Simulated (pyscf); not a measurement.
H₂N–SiH₂• (SMILES N[SiH2]) -> [HN=SiH]• (SMILES N=[SiH]) + H₂ (SMILES [H][H]), an elimination (doublet surface; H–N, H–Si broken, H–H formed). Optimised with ωB97X-D3(BJ)/def2-SVP in PySCF. Energies in eV from the reactant's lowest minimum found.

Small-basis levels: PySCF, no dispersion term, spherical d functions. AM1 to PM7: differences of heats of formation from MOPAC, which are fitted to 298 K values and so differ in kind from electronic energies by zero-point and thermal terms. Open shells are spin-unrestricted. 

| level | barrier | reaction energy |
|---|---|---|
| PBE/6-31G* | 3.21 | +1.87 |
| B3LYP/LANL2DZ | 3.72 | +2.04 |
| B3LYP/6-31G* | 3.51 | +1.89 |
| M06-2X/6-31G* | ___ | +2.15 |
| B3LYP/6-311+G** | 3.42 | +1.95 |
| PBE/def2-SVP | 3.06 | +2.00 |
| B3LYP/def2-SVP | ___ | +2.03 |
| PM3 | 3.03 | +1.04 |
| PM7 | 2.99 | +0.97 |
| ωB97M-D3(BJ)/def2-TZVP | ___ | +2.07 |

Task: Complete the blanks.

Result: 
- M06-2X/6-31G*, barrier: 3.69
- B3LYP/def2-SVP, barrier: 3.37
- ωB97M-D3(BJ)/def2-TZVP, barrier: 3.41

Against the last row the barrier runs from -0.42 (PM7) to +0.31 eV (B3LYP/LANL2DZ). ωB97M-D3(BJ)/def2-TZVP has limits of its own. At the saddle there is also a short H–Si contact that neither side keeps. The same reactants have a lower exit, to H₂N–SiH: [singlet] + H• (no saddle found, reaction energy +2.26 eV at ωB97M-D3(BJ)/def2-TZVP, against +3.41 eV here). One saddle was located; it need not be the lowest between these sides.
